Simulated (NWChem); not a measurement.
Species: C$_{3}$H$_{7}$, doublet; SMILES C[CH]C

```xyz
10

C      0.1978    -0.0010    -1.3013
C     -0.5331    -0.0401     0.0000
C      0.1978    -0.0010     1.3013
H     -0.4458    -0.2862    -2.1415
H      1.0675    -0.6736    -1.2956
H      0.5920     1.0069    -1.5300
H     -1.6026     0.1585     0.0000
H     -0.4458    -0.2862     2.1415
H      0.5920     1.0069     1.5300
H      1.0675    -0.6736     1.2956
```
Atoms are numbered in this order, from 1.

All runs: NWChem. Spin-unrestricted. Medium grid unless said otherwise, to which SCAN and Minnesota functionals are sensitive. In the optimisation the excess spin sits in a' (Cs, its own frame). Geometry: optimised at B3LYP/6-31G* (spherical d), spin-unrestricted. No stability test was run on the SCF state. B3LYP is NWChem's, with the RPA form of VWN correlation. Total energies of different functionals are on different scales.

```
level             energy (Ha)  highest occupied level (eV)  lowest empty minus highest occupied level, either spin (eV)  dipole (D)   <S²>
----------------  -----------  ---------------------------  -----------------------------------------------------------  ----------  -----
B3LYP/def2-SVP      -118.3927                        -5.03                                                         4.04        0.25  0.754
PBE/def2-SVP        -118.2105                        -3.95                                                         2.14        0.27  0.753
r2SCAN0/def2-SVP    -118.3047                        -5.72                                                         5.64        0.25  0.757
RPBE/def2-SVP       -118.3973                        -3.96                                                         2.26        0.25  0.754
B97-D/def2-SVP      -118.3075                        -3.95                                                          [?]        0.25  0.755
PBE0/def2-SVP       -118.2402                        -5.36                                                         4.80        0.26  0.755
BLYP/def2-SVP       -118.3030                        -3.76                                                         1.97        0.25  0.753
```

Problem. What belongs in the gaps?

Solution. 
- B97-D/def2-SVP, lowest empty minus highest occupied level, either spin (eV): 2.18
